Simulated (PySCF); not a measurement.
Gas-phase reaction: 2 Al₂H₆ + 2 C₂H₃ (vinyl) ⇌ 4 AlCH₃ + 3 H₂

Computed with PySCF and rigid-rotor harmonic-oscillator thermochemistry at 1 bar. † marks an energy on the PBE0/def2-TZVP geometry and frequencies; other levels use their own. 6-31G* has spherical d functions here. Open shells (unrestricted): C₂H₃ (vinyl) (multiplicity 2); the rest are closed-shell singlets. B3LYP is the form with VWN-RPA correlation. Al₂H₆, AlCH₃: computed as isolated molecules; such fragments, hydroxides, amides, oligomers or adducts are transient or little studied in the gas. The harmonic model lacks anharmonicity and excited electronic states, which grow with temperature; levels with a mode under 35 cm⁻¹ are left out.

```
level             ΔE electronic, kJ  ΔH°(298 K), kJ  ΔS°(298 K), J/K  ΔG°(1800 K), kJ
----------------  -----------------  --------------  ---------------  ---------------
B3LYP/6-31G*                   -153            -121              331             -693
B3LYP/def2-TZVP†               -124             -95              334             -676
BLYP/def2-TZVP†                -150            -121              334             -702
PBE/def2-TZVP†                 -135            -106              334             -687
PBE0/def2-SVP†                  -83             -54              334             -635
PBE0/def2-TZVP                 -108             -79              334             -660
```
ΔH° is lowest at BLYP/def2-TZVP† and highest at PBE0/def2-SVP†. No reference value is set beside these.
